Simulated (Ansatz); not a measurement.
in.yaml

```yaml
crystal:
  periodic: [false, false, false]
  atoms:
    - {symbol: Co, position_ang: [0.000000, 0.000000, 0.000000]}
    - {symbol: C, position_ang: [0.000000, 0.000000, 1.692200]}
basis:
  gaussian: {orbitals: def2-TZVPP}
total_charge: 1
magnetization: {spin_polarized: true, initial_magnetization: 2}
correlation: {method: ccsdt_q, electrons: outside_noble_gas}
```

```sh
$ ansatz run in.yaml --threads 2 --pin off --events-out ev --progress --plain --max-ram 24576MiB --backend cuda --devices 0, --max-vram 18GiB
```

Log:

```
1185 factors; integrals over basis functions are off by at most 2.3e-7 eV
mean field evaluation 1: about -38557.2297 eV, gradient 1.4e2 eV
mean field evaluation 2: about -38557.3609 eV, gradient 1.4e2 eV
mean field evaluation 4: about -38576.6802 eV, gradient 9.0e1 eV
mean field evaluation 8: about -38602.2767 eV, gradient 2.9e0 eV
mean field evaluation 16: about -38604.1865 eV, gradient 1.6e1 eV
mean field evaluation 32: about -38607.0459 eV, gradient 1.6e-6 eV
mean field evaluation 64: about -38606.4339 eV, gradient 1.0e-1 eV
mean field evaluation 96: about -38607.9682 eV, gradient 5.6e-2 eV
mean field evaluation 128: about -38607.9567 eV, gradient 4.8e-1 eV
mean field evaluation 160: about -38606.3684 eV, gradient 1.6e0 eV
...
cycle  51  -12.03463565 eV  change   -1.3e-6 eV  update   7.2e-7
cycle  52  -12.03463666 eV  change   -1.0e-6 eV  update   5.9e-7
cycle  53  -12.03463790 eV  change   -1.2e-6 eV  update   4.5e-7
cycle  54  -12.03463883 eV  change   -9.3e-7 eV  update   3.4e-7
cycle  55  -12.03463964 eV  change   -8.2e-7 eV  update   2.8e-7
cycle  56  -12.03464052 eV  change   -8.8e-7 eV  update   2.3e-7
cycle  57  -12.03464135 eV  change   -8.3e-7 eV  update   1.8e-7
cycle  58  -12.03464177 eV  change   -4.2e-7 eV  update   1.4e-7
cycle  59  -12.03464207 eV  change   -3.0e-7 eV  update   1.1e-7
cycle  60  -12.03464216 eV  change   -9.5e-8 eV  update   9.3e-8
perturbative correction -0.48615239 eV, -0.0178657707 hartree
Total energy: -38620.48909871 eV, -1419.2767964698 hartree
```

Ran on 2 threads of AMD EPYC 7R13 with a shared H100 80 GB, shared host: 1.8 min wall, 1 GiB peak host memory.
